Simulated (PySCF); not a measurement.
# CH2BN (SMILES BC#N): a chain of runs

We compute a series of 19 runs (PBE0-D4/def2-TZVP, CCSD(T)/def2-TZVPP, RI-MP2/def2-QZVPP, PBE-D4/def2-TZVPP, r2SCAN-D4/def2-TZVPP, B3LYP-D4/def2-TZVPP, PBE0-D4/def2-TZVPP, wB97M-V/def2-TZVPP, and more) of CH2BN. The job is set up through a Python script.

The results are computed with PySCF 2.14.0.

### 1 Starting point

CH2BN has 5 atoms, charge 0, and is taken as a singlet. As SMILES, `BC#N`. All atoms were displaced at random from a relaxed shape. The run starts from this shape.

Bond lengths: B1–C2 1.456 Å, C2–N3 1.250 Å, B1–H4 1.172 Å, B1–H5 1.192 Å. Angles: B1–C2–N3 174.9°, C2–B1–H4 121.9°, C2–B1–H5 116.0°, H4–B1–H5 122.1°.

### 2 A geometry optimisation at PBE0-D4/def2-TZVP (density fitting with def2-universal-jkfit) (run 1)

File input.xyz:

```xyz
5

B     -0.227380     0.431489    -0.345876
C      0.339847    -0.625440     0.479970
N      0.774569    -1.604743     1.123903
H     -0.745568     0.204193    -1.372672
H     -0.115993     1.541130     0.074918
```

File job.py:

```python
# BC#N
from pyscf import gto, dft
from pyscf.geomopt.geometric_solver import kernel as optimise

system = gto.Mole()
system.atom = 'input.xyz'
system.charge = 0
system.verbose = 3
system.basis = 'def2-tzvp'
system.max_memory = 1860
system.build()

calc0 = dft.RKS(system)
calc0.xc = 'pbe0'
calc0 = calc0.density_fit(auxbasis='def2-universal-jkfit')
calc0.disp = 'd4'
calc0.grids.level = 4
calc0.max_cycle = 100
calc0.conv_tol = 1e-09
converged, mol_eq = optimise(calc0, maxsteps=100)
print('converged:', converged)
print(mol_eq.tostring())

calc0.reset(mol_eq)
system = mol_eq
calc0.kernel()
e_tot = calc0.e_tot
print('Final energy', e_tot)
```

Launch:

```console
$ OMP_NUM_THREADS=1 python job.py
```

Output:

```text
maxiter                   100
----------------------------------------------------------
Custom engine selected.
Bonds will be generated from interatomic distances less than 1.20 times sum of covalent radii
15 internal coordinates being used (instead of 15 Cartesians)
Internal coordinate system (atoms numbered from 1):
Distance 1-2
Distance 1-4
Distance 1-5
Distance 2-3
Angle 2-1-5
Angle 4-1-5
LinearAngleX 1-2-3
LinearAngleY 1-2-3
Out-of-Plane 1-2-4-5
Translation-X 1-5
Translation-Y 1-5
Translation-Z 1-5
Rotation-A 1-5
Rotation-B 1-5
Rotation-C 1-5
> ===== Optimization Info: ====
> Job type: Energy minimization
> Maximum number of optimization cycles: 100
> Initial / maximum trust radius (Angstrom): 0.100 / 0.300
> Convergence Criteria:
> Will converge when all 5 criteria are reached:
>  |Delta-E| < 1.00e-06
>  RMS-Grad  < 3.00e-04
>  Max-Grad  < 4.50e-04
>  RMS-Disp  < 1.20e-03
>  Max-Disp  < 1.80e-03
> === End Optimization Info ===

[... 11 lines left out ...]
converged SCF energy = -118.740080582831
[... 20 lines left out ...]
converged SCF energy = -118.759092990998
[... 41 lines left out ...]
converged SCF energy = -118.759505282239
[... 41 lines left out ...]
converged SCF energy = -118.759587110789
[... 41 lines left out ...]
converged SCF energy = -118.759599098243
[... 32 lines left out ...]
Converged! =D
[... 1 line left out ...]
converged: True
B          -0.22103925        0.44855087       -0.33976816
C           0.34328683       -0.69678419        0.48787003
N           0.76974725       -1.56533927        1.11673946
H          -0.74776238        0.20285988       -1.37652631
H          -0.12032586        1.55880923        0.07235808
converged SCF energy = -118.75959929429
Final energy -118.75959929428986
```

It took 90 s on 1 thread of Arm Neoverse V1, shared host; peak memory 0.98 GiB.

Step by step:

```tsv
step	energy from the first frame kept (eV)	largest force (eV/Å)
0	0.0000	10.3781
1	-0.5174	1.0907
2	-0.5201	0.4465
3	-0.5286	0.4286
4	-0.5298	0.1747
5	-0.5308	0.0854
6	-0.5310	0.0429
7	-0.5311	0.0075
8	-0.5311	0.0051
```

After the run. Bond lengths: B1–C2 1.522 Å, C2–N3 1.154 Å, B1–H4 1.189 Å, B1–H5 1.189 Å. Angles: B1–C2–N3 179.9°, C2–B1–H4 118.9°, C2–B1–H5 118.9°, H4–B1–H5 122.2°.

### 3 The harmonic vibrations at PBE0-D4/def2-TZVP (density fitting with def2-universal-jkfit) (run 2)

File geometry.xyz:

```xyz
5

B     -0.520732     1.057888    -0.764868
C      0.043594    -0.087447     0.062770
N      0.470054    -0.956002     0.691639
H     -1.046738     0.811967    -1.802010
H     -0.419472     2.168262    -0.353377
```

File calc.py:

```python
# BC#N
import numpy
from pyscf import gto, dft, symm
from pyscf.hessian import thermo

system = gto.M(
    atom='geometry.xyz',
    charge=0,
    basis='def2-tzvp',
    verbose=3,
    max_memory=1860,
)

ks = dft.RKS(system)
ks.xc = 'pbe0'
ks = ks.density_fit(auxbasis='def2-universal-jkfit')
ks.grids.level = 4
ks.disp = 'd4'
ks.conv_tol = 1e-09
ks.max_cycle = 100
ks.kernel()

etot = ks.e_tot
print('Final energy', etot)
hess = ks.Hessian().kernel()
modes = thermo.harmonic_analysis(system, hess)
print('frequencies (1/cm)', numpy.round(modes['freq_wavenumber'], 1))
symm.geom.TOLERANCE = 1e-3  # for the symmetry number
th = thermo.thermo(ks, modes['freq_au'], 298.15, 101325)
thermo.dump_thermo(system, th)
```

Launch:

```console
$ OMP_NUM_THREADS=1 python calc.py
```

Output:

```text
converged SCF energy = -118.759599217984
Final energy -118.7595992179838

WARN: DFTD4 does not support analytical Hessian, using finite difference.

WARN: Mole.unit (angstrom) is changed to Bohr

frequencies (1/cm) [ 287.9  322.9  878.2  887.3  995.4 1212.3 2326.1 2638.6 2737.5]
temperature 298.1500 [K]
pressure 101325.00 [Pa]
Rotational constants [GHz] 231.49561 9.71634 9.32496
Symmetry number 1
Zero-point energy (ZPE) 0.02799 [Eh]   73487.883 [J/mol]
                           tot       elec      trans        rot        vib
Entropy [J/mol/K]       252.635      0.000    154.387     84.793     13.455
Cv [J/mol/K]             45.688      0.000     12.472     12.472     20.745
Cp [J/mol/K]             54.003      0.000     20.786     12.472     20.745
Internal energy [J/mol]                      3718.434   3718.434  76104.721
Internal energy [Eh]   -118.72778  -118.75960
Enthalpy [J/mol]                             6197.391   3718.434  76104.721
Enthalpy [Eh]          -118.72684
Gibbs free energy [J/mol]                  -39832.986 -21562.693  72093.161
Gibbs free energy [Eh] -118.75552
```

Run time: 2.3 min. Hardware: 1 thread of Arm Neoverse V1, shared host; peak memory 1.4 GiB.

Runs 3 to 11 aren't shown in full; the table further down has their settings and results.

### 4 A single-point energy at M06-2X/def2-TZVPP (run 12)

File job.py:

```python
from pyscf import gto, dft

mol = gto.M(
    atom='''
B   -0.221039   0.448551  -0.339768
C    0.343287  -0.696784   0.487870
N    0.769747  -1.565339   1.116739
H   -0.747762   0.202860  -1.376526
H   -0.120326   1.558809   0.072358
''',
    basis='def2-tzvpp',
    verbose=3,
    max_memory=1860,
    spin=0,
)

mf = dft.RKS(mol, xc='m06-2x')
mf.conv_tol = 1e-10
mf.grids.level = 5
mf.kernel()
if not mf.converged:
    mf = mf.newton().run(mf.mo_coeff, mf.mo_occ)

e_tot = mf.e_tot
print('E(%s) = %.9f' % ('M06-2X', e_tot))
```

Launch:

```console
$ OMP_NUM_THREADS=1 python job.py
```

Output:

```text
converged SCF energy = -118.865698035122
E(M06-2X) = -118.865698035
```

Run time: 44 s. Hardware: 1 thread of Arm Neoverse V1, shared host; peak memory 0.71 GiB.

Runs 13 to 18 aren't shown in full; the table further down has their settings and results.

### 5 The doublet cation: a single-point energy at UB3LYP/6-31G(d) (spherical functions) (run 19)

File calc.py:

```python
from pyscf import gto, dft

mol = gto.M(
    atom='''
B     -0.221039     0.448551    -0.339768
C      0.343287    -0.696784     0.487870
N      0.769747    -1.565339     1.116739
H     -0.747762     0.202860    -1.376526
H     -0.120326     1.558809     0.072358
''',
    spin=1,
    verbose=3,
    basis='6-31g*',
    charge=1,
    max_memory=1860,
)

mf = dft.UKS(mol, xc='b3lyp')
mf.grids.level = 5
mf.conv_tol = 1e-10
mf.kernel()
if not mf.converged:
    mf = mf.newton().run(mf.mo_coeff, mf.mo_occ)

energy = mf.e_tot
print('Final energy', energy)
```

Launch:

```console
$ OMP_NUM_THREADS=1 python calc.py
```

Output:

```text
WARN: HOMO -0.363422618961089 >= LUMO -0.363422618961086

converged SCF energy = -118.424155016251  <S^2> = 0.75870739  2S+1 = 2.0086885
Final energy -118.42415501625104
```

Wall time 11 s (1 thread of Arm Neoverse V1, shared host); peak memory 0.28 GiB.

### 6 The series

```tsv
run	level	task	optimizer	partner	energy (Eh)	dipole moment (D) of the reference	HOMO energy (eV)	LUMO energy (eV)	wall time
1	PBE0-D4/def2-TZVP (density fitting with def2-universal-jkfit)	optimise	geomeTRIC	base	-118.759599	2.73	-9.75	-3.35	90 s
2	PBE0-D4/def2-TZVP (density fitting with def2-universal-jkfit)	frequencies	–	base	-118.759599	2.73	-9.75	-3.35	2.3 min
3	CCSD(T)/def2-TZVPP	energy	–	base	-118.655822	3.08	-12.91	0.33	67 s
4	RI-MP2/def2-QZVPP (density fitting with def2-universal-jkfit)	energy	–	base	-118.650717	3.09	-12.92	0.26	2.7 s
5	PBE-D4/def2-TZVPP	energy	–	base	-118.753196	2.57	-8.40	-4.37	15 s
6	r2SCAN-D4/def2-TZVPP	energy	–	base	-118.837474	2.70	-8.67	-4.06	33 s
7	B3LYP-D4/def2-TZVPP	energy	–	base	-118.926468	2.72	-9.52	-3.57	17 s
8	PBE0-D4/def2-TZVPP	energy	–	base	-118.759947	2.73	-9.75	-3.35	16 s
9	wB97M-V/def2-TZVPP	energy	–	base	-118.868963	2.76	-12.04	-1.27	72 s
10	B2PLYP/def2-TZVPP	energy	–	base	-118.817935	2.89	-10.93	-1.93	18 s
11	SVWN5/def2-TZVPP	energy	–	base	-117.808731	2.65	-8.54	-4.68	11 s
12	M06-2X/def2-TZVPP	energy	–	base	-118.865698	2.85	-11.07	-2.37	44 s
13	B3LYP/6-31G* (spherical functions)	energy	–	base	-118.872730	2.52	-9.26	-3.25	5.1 s
14	HF/STO-3G	energy	–	base	-116.641974	2.29	-11.26	4.27	0.77 s
15	UPBE-D4/def2-TZVPP	energy	–	cation	-118.308832	–	-16.54	-15.78	34 s
16	UB3LYP-D4/def2-TZVPP	energy	–	cation	-118.472988	–	-18.18	-15.15	42 s
17	UPBE0-D4/def2-TZVPP	energy	–	cation	-118.307709	–	-18.42	-14.86	42 s
18	U-wB97M-V/def2-TZVPP (density fitting with def2-universal-jkfit)	energy	–	cation	-118.412003	–	-20.42	-12.83	1.7 min
19	UB3LYP/6-31G* (spherical functions)	energy	–	cation	-118.424155	–	-18.15	-15.15	11 s
```

### 7 Summary of results

| quantity | value |
| --- | --- |
| doublet cation, run 19: total energy | -118.42416 Eh |
| doublet cation, run 19: HOMO energy (highest over α and β) | -18.15 eV |
| doublet cation, run 19: LUMO energy (lowest over α and β) | -15.15 eV |
| doublet cation, run 19: ⟨S²⟩ | 0.759 |
| vertical ionisation energy (to the doublet cation), PBE-D4/def2-TZVPP | 12.092 eV |
| vertical ionisation energy (to the doublet cation), B3LYP-D4/def2-TZVPP | 12.340 eV |
| vertical ionisation energy (to the doublet cation), PBE0-D4/def2-TZVPP | 12.306 eV |
| vertical ionisation energy (to the doublet cation), B3LYP/6-31G* | 12.206 eV |

At PBE-D4/def2-TZVPP: the vertical ionisation energy comes to 12.09 eV (279 kcal/mol). The negative HOMO energy of the first species, 8.40 eV, lies 3.70 eV below that difference. At B3LYP-D4/def2-TZVPP: the vertical ionisation energy comes to 12.34 eV (1191 kJ/mol). The negative HOMO energy of the first species, 9.52 eV, lies 2.82 eV below that difference. At PBE0-D4/def2-TZVPP: removing an electron at fixed nuclei costs 12.31 eV (1187 kJ/mol). −ε(HOMO) before ionisation, 9.75 eV, is 2.56 eV below this ionisation energy. Totals of different functionals can't be ranked against each other. In run 14 the basis is minimal, so the values are rough. All runs together took 13 min, the longest 2.3 min.
